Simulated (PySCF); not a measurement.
Calculation: PBE-D3(BJ)/def2-TZVP // B3LYP-D3(BJ)/def2-TZVP in PySCF 2.14.0. Isolated molecules, 0 K electronic values unless said otherwise. 

Reference species (SMILES): `[Cl][Al]([Cl])[Cl]` (neutral, multiplicity 1).

| Property | Value |
|---|---|
| LUMO | -2.17 eV |
| S1 oscillator strength | 0.000 |

Changed species: `[CH3][Al]([CH3])[CH3]` (3 of 3 Cl replaced by CH3; the reference has 0 of 3 Cl replaced by CH3).

Task: What does the change do to the LUMO and S1 oscillator strength?

Result: the LUMO rises by 1.03 eV, to -1.14 eV; the S1 oscillator strength hardly moves.
